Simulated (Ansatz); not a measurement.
C3H3ClO2: structure from calculated spectroscopic constants

These gas-phase data were calculated for one isomer of C3H3ClO2 at PBE-D3(BJ)/def2-SVP (harmonic, unscaled wavenumbers; equilibrium rotational constants with average atomic masses):

```
rotational constants            : 4.682, 2.389, 1.582 GHz
all wavenumbers above 1500 cm⁻¹ : 3634, 3219, 3102, 1784, 1630
```

Candidates:

(1) `O=CO/C=C\Cl`, a singlet
(2) `C=C(Cl)OC=O`, a singlet
(3) `C=C(Cl)C(=O)O`, a singlet

Task: Assign the data to one candidate and say why.

Result: Candidate (3). The band at 3634 cm⁻¹ lies where the O–H stretch is expected; (1), (2) have no mode between 3300 and 4000 cm⁻¹.

The same quantities for all candidates:

```
     rotational constants (GHz)   wavenumbers above 1500 cm⁻¹  E above the lowest, PBE-D3(BJ)/def2-SVP (kcal/mol)
(1)         12.32, 1.246, 1.131  3165, 3142, 2989, 1798, 1668                                                12.8
(2)         4.271, 2.386, 1.823  3231, 3116, 2978, 1823, 1666                                                15.3
(3)         4.682, 2.389, 1.582  3634, 3219, 3102, 1784, 1630                                                 0.0
```

Harmonic stretches to hydrogen usually lie a few per cent above observed fundamentals. Each candidate is one conformer. Programs: Ansatz 0.2.0.
